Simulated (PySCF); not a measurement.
Work out the structure from these simulated measurements.

Elements present: C, F, H and O. Monoisotopic mass: 62.0168 u.

* Dipole: 3.07 D [B3LYP/def2-SVPD]
* Triplet: lowest triplet excitation (Tamm–Dancoff): 5.46 eV [TDA B3LYP/def2-SVPD]
* Polarisability: 29.5 au [B3LYP/def2-SVPD]
* Rotational structure: rotational constants A, B, C: 11.113, 9.708, 5.353 GHz [GFN2-xTB]
* UV, first state: lowest singlet excitation: 6.05 eV (205 nm, f = 0.001) [TDDFT B3LYP/def2-SVPD]
* XPS: C1s 292.2, C1s 296.3, O1s 539.1, F1s 693.3 eV [ΔSCF SCAN, pcX-2 on the ionised atom, pcseg-1 elsewhere, spin-free X2C]
* UV, strongest line: among the 8 lowest singlet transitions: S8 at 10.03 eV (124 nm, f = 0.115) [TDDFT B3LYP/def2-SVPD]

The electronic properties come from PySCF, for the isolated species, density fitting. Levels stand in brackets. Geometry: GFN2-xTB; no solvent, vibrations or thermal averaging.

Q: Which formula fits the mass and the elements?

A: C2H3FO (calculated 62.0168). No other formula that holds each of these elements comes within 0.0003 u with a fitting electron parity and a possible valence count.

Q: Propose a structure and show how it fits.

A: Numbering: `[CH3:1][C:2](=[O:3])[F:4]`. Its formula, C2H3FO, gives 1 degree of unsaturation: 0 rings and 1 π bond in the structure found. The core levels belong to: C1s 292.2 eV, methyl carbon next to a carbonyl [C1]; C1s 296.3 eV, acyl halide carbon [C2]; O1s 539.1 eV, carbonyl oxygen [O3]; F1s 693.3 eV, acyl fluorine [F4]. S1 is mainly HOMO→LUMO (weight 0.99); the largest Löwdin shares of the orbital it empties are 0.69 on the carbonyl oxygen, 0.11 on the acyl fluorine, 0.09 on the acyl halide carbon and 0.08 on the methyl carbon next to a carbonyl, of the orbital it fills 0.40 on the acyl halide carbon, 0.33 on the carbonyl oxygen, 0.09 on the acyl fluorine and 0.09 on the methyl carbon next to a carbonyl. The optimised geometry has point group Cs and is an asymmetric top. Structure: `FC(C)=O` (acetyl fluoride). The assignments are read from this structure; whether some other isomer fits the data as well wasn't checked.
